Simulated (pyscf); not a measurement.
PySCF, gas phase, ωB97X-D3(BJ)/def2-SVP geometries.

### Question
Estimate by transition-state theory the rate constant of H₃C–GeH₃ + H₂ → CH₄ + GeH₄ (singlet surface; C–Ge, H–H broken, C–H, Ge–H formed) at 1200 K, with ωB97M-D3(BJ)/def2-TZVP energies (ideal gas, 1 atm, RRHO with modes under 100 cm⁻¹ raised to 100, one conformer, R ln 2 for chiral ones without a mode under 150 cm⁻¹; no tunnelling).

### Answer
The electronic barrier is 79.4 kcal/mol and the thermal terms add +32.9, so ΔG‡ = 112.3 kcal/mol. With k_BT/h = 2.50e+13 s⁻¹ and RT = 2.385 kcal/mol, and a volume of 1.64e-19 cm³ per molecule at 1 atm, k = 1.4e-26 cm³ molecule⁻¹ s⁻¹. Wigner's tunnelling factor for 1978i cm⁻¹ would be 1.23. A shift of 1 kcal/mol in the barrier changes k by a factor 1.5. At the saddle there is also a short Ge–H contact that neither side keeps. This is the saddle that the search found; another between the same sides may lie lower. Elements up to Kr have no core potential and no relativistic terms here.
